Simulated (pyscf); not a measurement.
**Addition across a multiple bond or ene-type step: `[Cl][Al]([Cl])[Cl]` + `[CH2]=[CH2]` → `[Cl][CH2][CH2][Al]([Cl])[Cl]`**

Gas phase, singlet surface, charge 0. Bonds broken: Cl1–Al2. Bonds formed: Cl1–C5, Al2–C6. Single points on ωB97X-D3(BJ)/def2-SVP structures (PySCF, gas phase).

Transition state (Å):

```xyz
10

Cl    -1.8527     0.9802    -0.7268
Al     0.4306     0.7316    -0.8281
Cl     1.3359     2.5849    -0.4087
Cl     0.9279    -0.2319    -2.6321
C     -1.2694    -0.3456     0.8469
C      0.1720    -0.4803     0.7554
H     -1.9086    -1.1709     0.5199
H     -1.7032     0.2591     1.6486
H      0.7130    -0.0574     1.6123
H      0.5075    -1.4897     0.4829
```

One imaginary mode, 289i cm⁻¹; descent along it reached the two sides named, in the forms told below.

```tsv
bond	change	reactant side (Å)	saddle	product side
Cl1–Al2	breaks	2.103	2.299	2.452
Cl1–C5	forms	3.2	2.139	1.878
Al2–C6	forms	2.550	2.011	1.970
```

Electronic energies relative to the separated reactants (eV):

```tsv
level	barrier	reaction energy	reverse barrier
ωB97X-D3(BJ)/def2-TZVP	0.30	+0.20	0.10
PBE/def2-TZVP	0.32	+0.33	-0.01
r²SCAN/def2-TZVP	0.29	+0.33	-0.04
B3LYP-D3(BJ)/def2-TZVP	0.43	+0.44	-0.01
PBE0-D3(BJ)/def2-TZVP	0.22	+0.17	0.06
M06-2X/def2-TZVP	0.41	+0.34	0.07
ωB97M-D3(BJ)/def2-TZVP	0.46	+0.38	0.08
HF/def2-TZVP	1.03	+0.95	0.08
```

With ωB97M-D3(BJ)/def2-TZVP energies and thermal terms (ideal gas, 1 atm, RRHO with modes under 100 cm⁻¹ raised to 100, one conformer, R ln 2 for rigid chiral ones), in eV:

```csv
T (K),ΔH‡,ΔG‡,ΔH,ΔG
298,0.49,0.98,+0.46,+0.92
600,0.51,1.46,+0.49,+1.37
900,0.53,1.94,+0.54,+1.80
1200,0.56,2.40,+0.59,+2.21
```

On the reactant side the descent ends in a bound adduct, 0.72 eV under the separated species and 1.02 eV under the saddle at ωB97X-D3(BJ)/def2-TZVP. At PBE, r²SCAN, B3LYP-D3(BJ) this geometry lies under the product side: in single points on another level's saddle the reverse barrier vanishes, and the forward threshold there is about the reaction energy. What is counted as broken (Al–Cl) persists as a longer contact in the product adduct; parting that adduct is a step of its own. Cl–CH₂–CH₂–Al(Cl)–Cl is closed by a dative Al–Cl contact. One saddle was located; it need not be the lowest between these sides.
